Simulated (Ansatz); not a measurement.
The input, for Ansatz 0.2.0:

```yaml
crystal:
  periodic: [false, false, false]
  atoms:
    - {symbol: Ge, position_ang: [0.064246, -0.204595, 2.490758]}
    - {symbol: Si, position_ang: [-0.100283, -0.487270, 0.211212]}
    - {symbol: Si, position_ang: [-0.024137, -0.207386, -1.943387]}
    - {symbol: H, position_ang: [0.060174, 0.899251, -0.758583]}
basis:
  gaussian: {orbitals: cc-pVDZ}
magnetization: {spin_polarized: true, initial_magnetization: 1}
correlation: {method: mp2, electrons: outside_noble_gas}
```

```sh
$ ansatz run in.yaml --threads 1 --pin off --events-out ev --progress --plain --max-ram 2393MiB
```

The program prints:

```
742 factors; integrals over basis functions are off by at most 1.5e-3 eV
mean field evaluation 1: about -72208.5534 eV, gradient 8.1e0 eV
mean field evaluation 2: about -72208.5593 eV, gradient 8.1e0 eV
mean field evaluation 4: about -72209.6912 eV, gradient 2.0e0 eV
mean field evaluation 8: about -72209.8364 eV, gradient 3.7e-1 eV
mean field evaluation 16: about -72210.0597 eV, gradient 1.3e-3 eV
mean field evaluation 32: about -72209.9058 eV, gradient 1.5e-6 eV
mean field evaluation 64: about -72210.0461 eV, gradient 7.0e-1 eV
mean field evaluation 96: about -72209.4141 eV, gradient 1.7e0 eV
mean field evaluation 128: about -72209.8204 eV, gradient 3.2e-1 eV
mean field evaluation 160: about -72209.7362 eV, gradient 1.7e0 eV
mean field -72210.05969100 eV, -2653.6707479078 hartree, gradient 2.8e-6 eV, S^2 1.370391; 19 other end points of the search recorded, 0 dependent functions left out
24 core orbitals not correlated: weight in the atoms' cores, before any rotation towards them, 1.000 or more for the frozen orbitals, at most 0.000 for the correlated occupied ones
reference -72210.05969100 eV, -2653.6707479078 hartree; 7, 6 occupied and 37, 38 virtual orbitals, 742 factors
second order -6.11439067 eV of doubles, -0.00000000 eV of singles
Total energy: -72216.17408167 eV, -2653.8954476206 hartree
```

Ran on 1 thread of Arm Neoverse V2, shared host: 13 s wall, 0.18 GiB peak host memory.
